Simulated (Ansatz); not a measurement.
**Copper, fcc under LDA: testing the k-point mesh**

How fine must the k-point mesh be for energy and pressure to settle? The geometry was relaxed under LDA beforehand and stays fixed; 8 values are run, from 2×2×2 to 22×22×22. Wanted are the values from which on the energy stays within 10 and 1 meV/atom, and the pressure within 0.5 GPa, of the last run. Within the series other settings stay, but some runs also write fields, which adds to their time. Spin polarisation is left out.

Method: DFT LDA, plane waves with PAW, scalar-relativistic, in Ansatz 0.2.0.

## Step 1: The system as given

It takes space group Fm-3m (No. 225, cubic). The conventional cell has a = 3.518 Å, b = 3.518 Å, c = 3.518 Å, α = 90.00°, β = 90.00°, γ = 90.00°. Around Cu (site symmetry m-3m) lie 12 Cu at 2.49 Å.

As a file:

```cif
data_structure
_symmetry_space_group_name_H-M 'P 1'
_symmetry_Int_Tables_number 1
_cell_length_a 2.4873
_cell_length_b 2.4873
_cell_length_c 2.4873
_cell_angle_alpha 60.000
_cell_angle_beta 60.000
_cell_angle_gamma 60.000
_cell_volume 10.88
loop_
_atom_site_label
_atom_site_type_symbol
_atom_site_fract_x
_atom_site_fract_y
_atom_site_fract_z
_atom_site_occupancy
Cu1 Cu 0.00000 0.00000 0.00000 1
```

## Step 2: With a k-mesh of 2×2×2

The run at 2×2×2.

Contents of input.yaml:

```yaml
crystal:
  lattice:
    - [0.0, 1.7588202533, 1.7588202533]
    - [1.7588202533, 0.0, 1.7588202533]
    - [1.7588202533, 1.7588202533, 0.0]
  atoms:
    - { symbol: Cu, position: [0.0, 0.0, 0.0] }
hamiltonian:
  xc: lda
  pseudopotentials:
    kind: paw
    azcp:
      Cu: "pseudopotentials/Cu.paw.azcp"
basis:
  ecutwfc: 420
  fft_grid_basis: typed
kpoints:
  mp_grid: { grid: [2, 2, 2], shift: [0, 0, 0] }
magnetization:
  spin_polarized: false
scf:
  occupations: { method: fermi_dirac, width: 0.1 }
  lower_state_search: "off"
output:
  stress: true
  write_density: true
  write_potential: true
  elf: true
  volumetric_format: npy
```

Started as:

```sh
ansatz run input.yaml --threads 2 --pin off --max-ram 5120MiB --backend cpu --events-out ev --progress --plain --runs-dir out
```

## Step 3: With a k-mesh of 4×4×4

The run at 4×4×4.

input.yaml: that of step 2 with these lines changed.

```diff
@@ -17,3 +17,3 @@
 kpoints:
-  mp_grid: { grid: [2, 2, 2], shift: [0, 0, 0] }
+  mp_grid: { grid: [4, 4, 4], shift: [0, 0, 0] }
 magnetization:
@@ -25,5 +25 @@
   stress: true
-  write_density: true
-  write_potential: true
-  elf: true
-  volumetric_format: npy
```

## Step 4: With a k-mesh of 5×5×5

The run at 5×5×5.

input.yaml: that of step 3 with these lines changed.

```diff
@@ -17,3 +17,3 @@
 kpoints:
-  mp_grid: { grid: [4, 4, 4], shift: [0, 0, 0] }
+  mp_grid: { grid: [5, 5, 5], shift: [0, 0, 0] }
 magnetization:
```

## Step 5: With a k-mesh of 7×7×7

The run at 7×7×7.

input.yaml: that of step 4 with these lines changed.

```diff
@@ -17,3 +17,3 @@
 kpoints:
-  mp_grid: { grid: [5, 5, 5], shift: [0, 0, 0] }
+  mp_grid: { grid: [7, 7, 7], shift: [0, 0, 0] }
 magnetization:
@@ -25 +25,5 @@
   stress: true
+  write_density: true
+  write_potential: true
+  elf: true
+  volumetric_format: npy
```

## Step 6: With a k-mesh of 9×9×9

The run at 9×9×9.

input.yaml: that of step 5 with these lines changed.

```diff
@@ -17,3 +17,3 @@
 kpoints:
-  mp_grid: { grid: [7, 7, 7], shift: [0, 0, 0] }
+  mp_grid: { grid: [9, 9, 9], shift: [0, 0, 0] }
 magnetization:
```

## Step 7: With a k-mesh of 12×12×12

The run at 12×12×12.

input.yaml: that of step 6 with these lines changed.

```diff
@@ -17,3 +17,3 @@
 kpoints:
-  mp_grid: { grid: [9, 9, 9], shift: [0, 0, 0] }
+  mp_grid: { grid: [12, 12, 12], shift: [0, 0, 0] }
 magnetization:
```

## Step 8: With a k-mesh of 16×16×16

The run at 16×16×16.

input.yaml: that of step 7 with these lines changed.

```diff
@@ -17,3 +17,3 @@
 kpoints:
-  mp_grid: { grid: [12, 12, 12], shift: [0, 0, 0] }
+  mp_grid: { grid: [16, 16, 16], shift: [0, 0, 0] }
 magnetization:
```

## Step 9: With a k-mesh of 22×22×22

The run at 22×22×22.

input.yaml: that of step 8 with these lines changed.

```diff
@@ -17,3 +17,3 @@
 kpoints:
-  mp_grid: { grid: [16, 16, 16], shift: [0, 0, 0] }
+  mp_grid: { grid: [22, 22, 22], shift: [0, 0, 0] }
 magnetization:
@@ -25,5 +25 @@
   stress: true
-  write_density: true
-  write_potential: true
-  elf: true
-  volumetric_format: npy
```

(Steps that only read results are left out.)

Q: Predict the outcome of this session. Wanted: pressure at 22×22×22.

As calculated:

| quantity | value |
| --- | --- |
| E(σ → 0) stays within 10 meV/atom of 22×22×22 | from 12×12×12 on |
| E(σ → 0) stays within 1 meV/atom | not reached before 22×22×22 |
| pressure stays within 0.5 GPa | from 7×7×7 on |
| pressure at 22×22×22 | 0.15 GPa |
| CPU time, dearest over cheapest | 7.9 |
| energy of a separate run on a finer mesh (25×25×25) | +1.5 meV/atom from 22×22×22 |

**Reading.** The far end, 2×2×2, lies +2219 meV/atom and +28.4 GPa from the yardstick. Convergence in k is not monotonic; the energy swings about its limit. The energy has not settled to 1 meV/atom before the last mesh. Metals converge slowly, as the Fermi surface must be resolved. The yardstick itself is unsettled by 1.5 meV/atom against the finer mesh, so the thresholds above hold only within this series. The cell taken over is 8 % smaller than the measured one (11.81 Å³/atom, COD).
